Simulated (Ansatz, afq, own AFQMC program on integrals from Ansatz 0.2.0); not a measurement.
# Atomization energy of SiGeHF, singlet

```json
{"atom": "F", "x (Å)": "0.0000", "y (Å)": "-0.5705", "z (Å)": "-2.3661"}
{"atom": "Ge", "x (Å)": "0.0000", "y (Å)": "-0.0534", "z (Å)": "1.0813"}
{"atom": "Si", "x (Å)": "0.0000", "y (Å)": "0.4582", "z (Å)": "-1.1351"}
{"atom": "H", "x (Å)": "0.0000", "y (Å)": "1.8363", "z (Å)": "-1.7022"}
```

Connectivity, by distances: F–SiH–Ge.

Atoms in their ground-state spins without spin–orbit coupling (mostly on UHF) minus the molecule (RHF), without zero-point energy. The geometry is a stationary point, not shown to be a minimum.

Basis cc-pVDZ. Noble-gas cores (and the filled d shells of Ga–Kr and In–Xe) are frozen. Ansatz 0.2.0 and our own AFQMC program on the same integrals; the CISD trial comes from CCSD amplitudes, and released means the phaseless constraint is let go. ± is one standard error of the sampling. No spin–orbit coupling. The errors of all members are added in quadrature.

No full CI on the walks' own integrals is used here; CCSDT(Q) serves as the reference and is uncertain by about the last step of the cluster series. Each member takes its own surest rung, up to full CI.

The best estimate is CCSD(T) at the basis-set limit (CBS: def2-TZVPP and def2-QZVPP, with their diffuse functions for anions and beside diffuse sets, CCSD(T) itself extrapolated) plus the step from CCSD(T) to CCSDT(Q) in cc-pVDZ. Rows without CBS are in cc-pVDZ; B2PLYP and the wave-function rows carry a basis error of their own. Core correlation and relativity beyond core potentials are missing, and ± holds the sampling alone.

Cautions: inner d shell frozen; no relativity below Rb; no spin-orbit coupling; SiGeHF (singlet): higher spins were not checked, restricted determinant unstable towards unrestricted (UHF 345 meV lower, ⟨S²⟩ 1.02).

| level | atomization energy (eV) |
| --- | --- |
| MP2 | 9.865 |
| CCSD | 9.483 |
| HF | 6.678 |

(1) From these cheaper values, estimate the atomization energy at the level of the best estimate.

(1) 11.573 eV (best estimate, highest rung CCSDT(Q)).

```json
{"level": "CCSD(T)", "atomization energy (eV)": "9.707", "error against the best estimate (eV)": "-1.866"}
{"level": "CCSDT", "atomization energy (eV)": "9.722", "error against the best estimate (eV)": "-1.851"}
{"level": "CCSDT(Q)", "atomization energy (eV)": "9.750", "error against the best estimate (eV)": "-1.823"}
{"level": "ph-AFQMC/CISD", "atomization energy (eV)": "9.771 ± 0.027", "error against the best estimate (eV)": "-1.802 ± 0.027"}
{"level": "released AFQMC", "atomization energy (eV)": "9.740 ± 0.049", "error against the best estimate (eV)": "-1.833 ± 0.049"}
{"level": "HF/CBS", "atomization energy (eV)": "7.506", "error against the best estimate (eV)": "-4.067"}
{"level": "MP2/CBS", "atomization energy (eV)": "11.683", "error against the best estimate (eV)": "0.110"}
{"level": "CCSD(T)/CBS", "atomization energy (eV)": "11.531", "error against the best estimate (eV)": "-0.042"}
```

Correlation beyond CCSD(T) adds 0.042 eV. Going to the basis-set limit adds 1.824 eV at CCSD(T). The perturbative (T) step is worth +0.224 eV.

Best estimates are given only where the step beyond CCSD(T) is under 0.3 eV and no member's determinant is very poor (T1 over 0.05, or 0.07 for open shells, ⟨S²⟩ too high by 0.3, two states mixed), so the hardest cases are missing from such tables.

CCSDT and higher add their correlation energy to the determinant of the CCSD(T) run, since their own runs factorise the integrals more tightly (a shift of under 2 meV). Each member of a difference takes its own highest rung, so a best estimate needn't equal the limit plus the step of one row. A walk keeps the symmetry of its determinant, which the program's search chose and which needn't be the lowest solution, so a lower state of the same spin and another symmetry isn't excluded. Released energies are given only where the last usable release times agree within the noise; a slower fall can still hide under it.
